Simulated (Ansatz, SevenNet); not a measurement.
# Ladder of methods for the equilibrium lattice constant a of fcc Pb

Reference value: 4.902 Å (measured, low-temperature or extrapolated to 0 K; zero-point anharmonic expansion removed, sources range from 4.902 to 4.912; as tabulated in Csonka et al. (2009), arXiv:0903.4037).

**Question.** Which of these levels comes closest to the reference?
A) SevenNet-0 (SevenNet)
B) r²SCAN+rVV10 (Ansatz (a quantum-chemistry and plane-wave program))
C) LDA (Ansatz)
D) PBE0 (Ansatz)

**Answer.** C, LDA (Ansatz)

| level (code) | value (Å) | error (%) |
|---|---|---|
| SevenNet-0 (SevenNet) | 5.038 | +2.77 |
| LDA (Ansatz) | 4.880 | -0.45 |
| r²SCAN+rVV10 (Ansatz) | 4.957 | +1.12 |
| PBE0 (Ansatz) | 4.999 | +1.98 |

Closest of these to the reference: LDA (-0.45 %). Farthest off: SevenNet-0 (+2.77 %). Of these only LDA lands within 1 %.

Density-functional levels without +SOC have no spin–orbit coupling. Cutoffs and k meshes differ between the levels. Ansatz's density-functional and Hartree–Fock values are scalar-relativistic unless marked +SOC, with PAW data made under PBE.

Machine-learned potentials (SevenNet-0) are trained on DFT data, which may include these solids.

Differences are worked out from the printed values.
